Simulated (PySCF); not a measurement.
C2H6O, charge +1, doublet, at a GFN2-xTB geometry of the parent state (a state made from the parent by changing its charge; the spin is typed, not shown lowest); TPSS/3-21G (PySCF).

Input for PySCF:
```python
from pyscf import gto, scf, dft

mol = gto.Mole()
mol.atom = '''
    C     0.000999    1.168731   -0.198484
    O    -0.016288    0.002183    0.581813
    C     0.009862   -1.170187   -0.189459
    H    -0.021618    2.008493    0.492846
    H     0.909599    1.224719   -0.811800
    H    -0.872295    1.217775   -0.861658
    H    -0.006410   -2.004736    0.508331
    H    -0.863015   -1.230964   -0.852209
    H     0.918878   -1.224019   -0.802352
'''
mol.basis = '3-21g'
mol.charge = 1
mol.spin = 1
mol.verbose = 4
mol.build()

mf = dft.UKS(mol)
mf.xc = 'tpss'
mf.kernel()
mf.analyze()
```

What the program printed (banner, timings and long lists left out):

```
PySCF version 2.14.0

[INPUT] verbose = 4
[INPUT] num. atoms = 9
[INPUT] num. electrons = 25
[INPUT] charge = 1
[INPUT] spin (= nelec alpha-beta = 2S) = 1
[INPUT] symmetry False subgroup None
[INPUT] Mole.unit = angstrom
[INPUT] Symbol           X                Y                Z      unit          X                Y                Z       unit  Magmom
[...]
nuclear repulsion = 84.191027024848
number of shells = 27
number of NR pGTOs = 63
number of NR cGTOs = 39
basis = 3-21g
ecp = {}

******** <class 'pyscf.dft.uks.UKS'> ********
method = UKS
initial guess = minao
damping factor = 0
level_shift factor = 0
DIIS = <class 'pyscf.scf.diis.CDIIS'>
diis_start_cycle = 1
diis_space = 8
diis_damp = 0
SCF conv_tol = 1e-09
SCF conv_tol_grad = None
SCF max_cycles = 50
direct_scf = True
direct_scf_tol = 1e-13
number electrons alpha = 13  beta = 12
XC library pyscf.dft.libxc version 7.1.2
    S. Lehtola, C. Steigemann, M. J. T. Oliveira, and M. A. L. Marques,  SoftwareX 7, 1–5 (2018)
XC functionals = tpss
    J. Tao, J. P. Perdew, V. N. Staroverov, and G. E. Scuseria,  Phys. Rev. Lett. 91, 146401 (2003)
    J. P. Perdew, J. Tao, V. N. Staroverov, and G. E. Scuseria,  J. Chem. Phys. 120, 6898 (2004)
    J. Tao, J. P. Perdew, V. N. Staroverov, and G. E. Scuseria,  Phys. Rev. Lett. 91, 146401 (2003)
    J. P. Perdew, J. Tao, V. N. Staroverov, and G. E. Scuseria,  J. Chem. Phys. 120, 6898 (2004)
radial grids:
    Treutler-Ahlrichs [JCP 102, 346 (1995); DOI:10.1063/1.469408] (M4) radial grids

becke partition: Becke, JCP 88, 2547 (1988); DOI:10.1063/1.454033
pruning grids: <function nwchem_prune>
grids dens level: 3
symmetrized grids: False
atomic radii adjust function: <function treutler_atomic_radii_adjust>
small_rho_cutoff = 0
Set gradient conv threshold to 3.16228e-05
tot grids = 101168
init E= -154.200121620076

cycle= 1 E= -153.837808511732  delta_E= 0.362  |g|= 0.11  |ddm|= 1.77
cycle= 2 E= -153.845157159788  delta_E= -0.00735  |g|= 0.0704  |ddm|=  0.3
cycle= 3 E= -153.846638353045  delta_E= -0.00148  |g|= 0.0521  |ddm|= 0.0963
cycle= 4 E= -153.847628710706  delta_E= -0.00099  |g|= 0.0197  |ddm|= 0.0415
cycle= 5 E= -153.847785044755  delta_E= -0.000156  |g|= 0.00322  |ddm|= 0.0173
cycle= 6 E= -153.847792230835  delta_E= -7.19e-06  |g|= 0.00076  |ddm|= 0.00423
cycle= 7 E= -153.847792705137  delta_E= -4.74e-07  |g|= 0.000237  |ddm|= 0.0013
cycle= 8 E= -153.847792743488  delta_E= -3.84e-08  |g|= 4.17e-05  |ddm|= 0.000338
[...]
converged SCF energy = -153.847792745523  <S^2> = 0.75250737  2S+1 = 2.0025058
Total Energy =                        -153.847792745523151
[...]
spin_pop of  0 C 2py      -0.01144
spin_pop of  0 C 2pz      -0.01220
spin_pop of  0 C 3px       0.00127
spin_pop of  0 C 3py      -0.00008
spin_pop of  0 C 3pz       0.00006
spin_pop of  1 O 1s       -0.00001
spin_pop of  1 O 2s        0.01296
spin_pop of  1 O 3s       -0.00012
spin_pop of  1 O 2px       0.69300
spin_pop of  1 O 2py       0.01659
spin_pop of  1 O 2pz       0.00543
spin_pop of  1 O 3px       0.00077
spin_pop of  1 O 3py       0.00011
spin_pop of  1 O 3pz       0.00009
spin_pop of  2 C 1s       -0.00000
spin_pop of  2 C 2s       -0.00749
spin_pop of  2 C 3s        0.00002
spin_pop of  2 C 2px       0.03027
spin_pop of  2 C 2py      -0.01153
spin_pop of  2 C 2pz      -0.01211
spin_pop of  2 C 3px       0.00127
spin_pop of  2 C 3py      -0.00008
spin_pop of  2 C 3pz       0.00006
spin_pop of  3 H 1s       -0.00027
spin_pop of  3 H 2s       -0.00000
spin_pop of  4 H 1s        0.06684
spin_pop of  4 H 2s        0.00089
spin_pop of  5 H 1s        0.06684
spin_pop of  5 H 2s        0.00089
spin_pop of  6 H 1s       -0.00027
spin_pop of  6 H 2s       -0.00000
spin_pop of  7 H 1s        0.06684
spin_pop of  7 H 2s        0.00089
spin_pop of  8 H 1s        0.06684
spin_pop of  8 H 2s        0.00089
 ** Mulliken Spin Density (per atom)  **
spin density of  0 C =      0.00041
spin density of  1 O =      0.72883
spin density of  2 C =      0.00041
spin density of  3 H =     -0.00028
spin density of  4 H =      0.06773
spin density of  5 H =      0.06773
spin density of  6 H =     -0.00028
spin density of  7 H =      0.06773
spin density of  8 H =      0.06773
 ** Mulliken pop alpha/beta on meta-lowdin orthogonal AOs **
 ** Mulliken pop       alpha | beta **
[...]
In total            13.00000 | 12.00000
 ** Mulliken atomic charges   ( Nelec_alpha | Nelec_beta ) **
charge of  0C =     -0.08127  (     3.04084      3.04043 )
charge of  1O =      0.04827  (     4.34028      3.61145 )
charge of  2C =     -0.08127  (     3.04084      3.04043 )
charge of  3H =      0.17998  (     0.40987      0.41015 )
charge of  4H =      0.18858  (     0.43957      0.37185 )
charge of  5H =      0.18858  (     0.43957      0.37185 )
charge of  6H =      0.17998  (     0.40987      0.41015 )
charge of  7H =      0.18858  (     0.43957      0.37185 )
charge of  8H =      0.18858  (     0.43957      0.37185 )

WARN: System has nonzero charge 1; the dipole moment is origin-dependent.
Location of origin: [0. 0. 0.]

Dipole moment(X, Y, Z, Debye):  0.05629, -0.00755, -2.01085
```
